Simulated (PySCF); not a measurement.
## Working out the ionisation energy of O

O [He] 2s2 2p4 (3P) → O⁺ [He] 2s2 2p3 (4S). All numbers are calculated (PySCF 2.14, scalar relativity by spin-free X2C-1e, in aug-cc-pCVTZ-DK with one added diffuse shell each of s, p, d, f type (8s7p5d3f, 75 functions)). Frozen: 1s2. Energies in hartree (1 hartree = 27.21139 eV):

```json
{"part": "UHF", "O (lower)": "-74.865231", "O⁺ (upper)": "-74.423500"}
{"part": "CCSD correlation", "O (lower)": "-0.165885", "O⁺ (upper)": "-0.116359"}
{"part": "(T)", "O (lower)": "-0.003595", "O⁺ (upper)": "-0.001763"}
```

Question: What does Hartree-Fock give?

Answer: (-74.423500) − (-74.865231) = 0.441731 hartree = 12.020 eV.

Question: What do CCSD and CCSD(T) give?

Answer: The CCSD correlation energies differ by 0.049526 hartree = 1.348 eV and the triples by 0.001832 hartree = 0.050 eV, so CCSD gives 13.368 eV and CCSD(T) 13.418 eV.

Measured between the centres of the two terms (NIST): 13.608 eV, so CCSD(T) (valence) is off by -0.190 eV.

What remains against the reference includes basis incompleteness, the frozen core and higher excitations.
